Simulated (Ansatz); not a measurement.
Born–Oppenheimer molecular dynamics of CHOSi (4 atoms, charge -1, multiplicity 1). It starts at the highest image of a converged band. Of that band: Neighbouring images differ by up to 1.2 eV, so the band resolves the path poorly. A vibrational analysis at the climbing image gives one clearly imaginary mode, 1347i cm⁻¹: a first-order saddle point.

These are results of UKS B3LYP/def2-SVP in Ansatz 0.2.0, not measurements.

```yaml
ensemble: NVE (velocity Verlet)
time_step: 0.5 fs
steps_asked: 200
starting_velocities_drawn_for: 300 K
seed: 11670
```

First frame:

```xyz
4
Properties=species:S:1:pos:R:3
C 0.743 0.256 -0.634
Si -0.543 1.184 0.159
O -0.583 -0.550 0.576
H 0.384 -0.890 -0.101
```

Q: How far do the bonds stretch over the last three quarters of this one trajectory? (Pairs bonded in most of those frames.)

A: 
```csv
bond,mean (Å),spread (Å),shortest,longest
C1–Si2,1.767,0.039,1.67,1.83
Si2–O3,1.802,0.068,1.68,1.91
O3–H4,0.973,0.024,0.93,1.01
```

Mean temperature of the second half: 1987 K. The conserved energy stayed within 0.21 meV per atom of its start (net change -0.13 meV per atom), so the integration is sound. The system heated up, since it started high on the potential surface and ran downhill. A run of 0.1 ps of so small a system gives no equilibrium averages. The orbitals stay closed-shell, which can raise the energy where a bond breaks towards radicals; this wasn't checked here. Limits of this set-up: an anion without diffuse functions, the dipole of an ion depends on the origin.

Run time: 15 min on 1 thread of Arm Neoverse N1 (shared host), peak memory 0.21 GiB.
